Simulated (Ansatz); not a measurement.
## Ansatz (development build ahead of 0.2.0) run

```yaml
crystal:
  periodic: [false, false, false]
  atoms:
    - { symbol: C, position_ang: [0.0, 0.0, 0.58308] }
    - { symbol: C, position_ang: [0.0, 0.0, -0.58308] }
    - { symbol: H, position_ang: [0.0, 0.0, -1.64899] }
    - { symbol: H, position_ang: [0.0, 0.0, 1.64899] }
basis:
  gaussian: { orbitals: cc-pVTZ }
hamiltonian:
  xc: hf
correlation:
  method: mp2
  frozen_orbitals: { C: 1, H: 0 }
output:
  forces: true
```

The input is written out in the form of the current development build from the run's settings.

The run gave:

| Property | Result |
| --- | --- |
| Converged | yes |
| Reference energy | -76.84994 hartree |
| Correlation energy | -0.30517 hartree |
| Total energy | -77.15511 hartree |
| Spin squared of the determinant | 0.000 |
| Stability test | minimum among restricted orbitals |
| Occupied orbitals by symmetry in an Abelian subgroup (alpha; beta) | 3 Ag 2 B1u 1 B2u 1 B3u; 3 Ag 2 B1u 1 B2u 1 B3u |

Forces (eV/Å):
| atom | Fx | Fy | Fz |
| --- | --- | --- | --- |
| C1 | 0.000 | 0.000 | 5.315 |
| C2 | 0.000 | 0.000 | -5.315 |
| H3 | 0.000 | 0.000 | 0.214 |
| H4 | 0.000 | 0.000 | -0.214 |
